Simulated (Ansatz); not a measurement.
Start from `CCOC=O` and change one atom or group to get `O=COCF`.

Ansatz, PBE0-D4/def2-TZVP geometries, multiplicity 1. Each molecule was computed in one conformer, which needn't be the lowest.

```json
{"property": "size of the dipole moment (B3LYP/def2-TZVPP) / D", "`CCOC=O`": "1.98"}
{"property": "HOMO–LUMO gap (ωB97M-V/def2-TZVPP) / eV", "`CCOC=O`": "13.11"}
{"property": "HOMO energy (PBE/def2-TZVPP) / eV", "`CCOC=O`": "-6.57"}
{"property": "HOMO energy (PBE0/def2-TZVPP) / eV", "`CCOC=O`": "-8.25"}
{"property": "HOMO–LUMO gap (PBE/def2-TZVPP) / eV", "`CCOC=O`": "5.53"}
{"property": "LUMO energy (B3LYP/def2-TZVPP) / eV", "`CCOC=O`": "-0.19"}
```

(1) What does the change do to each property? (Best estimate.)

Answers

(1) Computed: 
```
                                        property  `O=COCF`  shift
size of the dipole moment (B3LYP/def2-TZVPP) / D      2.24   0.26
         HOMO–LUMO gap (ωB97M-V/def2-TZVPP) / eV     13.10  -0.01
               HOMO energy (PBE/def2-TZVPP) / eV     -7.08  -0.51
              HOMO energy (PBE0/def2-TZVPP) / eV     -8.78  -0.53
             HOMO–LUMO gap (PBE/def2-TZVPP) / eV      5.45  -0.08
             LUMO energy (B3LYP/def2-TZVPP) / eV     -0.77  -0.58
```

With PBE0 the HOMO falls by 0.53 eV and the LUMO falls by 0.58 eV, so the gap narrows by about 0.05 eV. PBE moves the HOMO by -0.51 eV and ωB97M-V by -0.51 eV. Dipoles are sizes alone; their direction can turn.

B3LYP here is the variant with VWN-RPA as its local correlation; programs differ in this.
